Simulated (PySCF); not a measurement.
propene (C₃H₆), SMILES C=CC. The structure is a stationary point at ωB97X-D3(BJ)/def2-TZVP.

Give the equilibrium geometry at ωB97X-D3(BJ)/def2-TZVP (PySCF confirms it by a frequency run) as a Z-matrix, and its point group. (Estimate from the structure and the level; the computed values follow.)

point group Cs.
```
C
C 1 1.3261
H 2 1.0846 1 121.58
H 2 1.0865 3 117.07 1 180.00
H 1 1.0888 2 118.91 3 0.00
C 1 1.4998 5 116.23 2 -180.00
H 6 1.0921 1 111.22 5 180.00
H 6 1.0944 7 108.41 1 122.10
H 6 1.0944 7 108.41 8 115.79
```
